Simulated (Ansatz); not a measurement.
**A basis-limit estimate, worked out**

An elementary step of AlH3ClF, singlet (AlH₂Cl ([AlH2][Cl]) + HF → AlH₂F ([F][AlH2]) + HCl (still joined by a long Al–Cl bond); bonds formed: Cl2–H5; dative contacts that become bonds: Al1–F6; bonds broken: H5–F6; bonds weakened to dative contacts: Al1–Cl2). “Start” is the structure reached by relaxing down from the saddle towards the reactants; PBE0-D4/def2-TZVP structures. The saddle:

Al1  (-0.645, -0.082, -0.156)
Cl2  (1.425, 1.036, -0.531)
H3  (-0.930, -1.039, -1.371)
H4  (-1.641, 0.918, 0.537)
H5  (1.306, -0.011, 0.498)
F6  (0.485, -0.821, 1.023)
(Å)

Ansatz 0.2.0; basis: def2-TZVPP and def2-QZVPP; cores frozen in the correlated methods.

Energies in eV:

| quantity | saddle | start |
| --- | --- | --- |
| Hartree–Fock, triple zeta (X = 3) | -21843.10643 | -21843.64066 |
| Hartree–Fock, quadruple zeta (X = 4) | -21843.79588 | -21844.32272 |
| MP2 correlation, X = 3 | -15.29350 | -14.99553 |
| MP2 correlation, X = 4 | -16.71133 | -16.42221 |
| CCSD(T) correlation, X = 3 | -16.64024 | -16.37046 |

Question: Work out the barrier at the basis limit: extrapolate Hartree–Fock as E(X) = E∞ + A exp(−7.88 √X) and the MP2 correlation as E(X) = E∞ + B X^−2.97 (the exponents that Neese and Valeev fitted for def2-TZVPP and QZVPP), then add CCSD(T) − MP2 in triple zeta.

Answer: Each step is linear, so take the differences first (saddle − start): Hartree–Fock 0.53423 (X = 3) and 0.52684 (X = 4); MP2 correlation -0.29797 and -0.28912; CCSD(T) correlation -0.26978.
Two points give E∞ = E(4) + w [E(4) − E(3)], with w = 1/(exp(7.88 (2 − √3)) − 1) = 0.1377 for Hartree–Fock and w = 1/((4/3)^2.97 − 1) = 0.7407 for the correlation.
Hartree–Fock: 0.52684 + 0.1377 × (-0.00739) = 0.5258 eV.
MP2 correlation: -0.28912 + 0.7407 × 0.00885 = -0.2826 eV.
CCSD(T) − MP2: -0.26978 − (-0.29797) = 0.0282 eV.
Sum: 0.5258 + (-0.2826) + 0.0282 = 0.2714 eV, or 6.26 kcal/mol. Plain CCSD(T) in triple zeta gives 0.2644 eV, so the larger basis shifts the result by 0.0070 eV.

No T1 diagnostic of these runs exceeds 0.011.

Labels in which every atom is bracketed show which atoms are joined, not bond orders.

For scale, one of the runs: CCSD(T)/def2-TZVPP, 157 basis functions, launched by `ansatz run in.yaml --threads 2 --pin off --events-out ev --progress --plain --max-ram 4352MiB`. Time: 12 s of wall clock on 2 CPU threads of an Intel Xeon Platinum 8488C; the host was shared. Peak host memory: 1.1 GiB.
